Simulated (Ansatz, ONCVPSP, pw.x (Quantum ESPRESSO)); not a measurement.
From atom to crystal: ONCV potential for tungsten (W)

tungsten, optimised norm-conserving Vanderbilt (ONCV), made with ONCVPSP 4.0.1.1 (patched build) (PBE, scalar-relativistic). Core [Kr] 4d10 4f14, reference 5s2 5p6 5d4 6s2. Waves: 5s+6s: rc 1.55 bohr, ncon 4, nbas 7, qcut 9.3 1/bohr, 2 projectors; 5p: rc 2.05 bohr, ncon 4, nbas 7, qcut 8.3 1/bohr, 1 projector; 5d: rc 1.65 bohr, ncon 3, nbas 6, qcut 5.3 1/bohr, 2 projectors, debl 0.3 Ha. Local part: polynomial inside 1.15 bohr (lpopt 5, dvloc0 -1 Ha). Core correction: none.

Crystal test: bcc W in pw.x 7.5, no spin, 14³ k-points, Fermi–Dirac smearing 0.01 Ry, cutoffs 75/300 Ry. The reference is all-electron LAPW (Ansatz 0.2.0) with the same functional, mesh and smearing; V0 and B0 come from Birch–Murnaghan fits to the pressures at five volumes. Errors are pseudo minus all-electron; Δ is the rms difference of the E(V) curves that follow from these fits, minima aligned, over ±6 % about the mean V0. Mesh and smearing are coarse, so the numbers serve the comparison and aren't converged zero-temperature values; the lattice is a test structure that the element need not adopt.

All-electron: a0 = 3.184 Å (V0 = 16.15 Å³/atom), B0 = 300.6 GPa.

Question: How far does the potential miss the all-electron equation of state?

Answer: mean pressure error (GPa): -9.04; a0 (Å): 3.153; a0 error (%): -1.00; B0 error (%): +5.8; Δ (meV/atom): 32.2. This is a poor potential for the solid.

```tsv
V (Å³/atom)	P all-electron (GPa)	P pseudo (GPa)
15.323	17.51	7.40
15.727	8.35	-1.17
16.130	0.30	-8.70
16.533	-6.79	-15.29
16.936	-13.02	-21.06
```

Question: At the middle volume, how do free energy and pressure move when the wave cutoff is lowered (ecutrho kept at four times it)?

Answer:

```tsv
cutoff (Ry)	shift of F (meV/atom)	shift of P (GPa)
34	+2162.1	-65.85
45	+410.5	-18.80
60	+30.7	-1.63
```

The run at the middle volume (104 k-points, 8 iterations) took about 42 s on one core of a shared host (Neoverse-N1, 64 threads, 124 GiB, load 58).
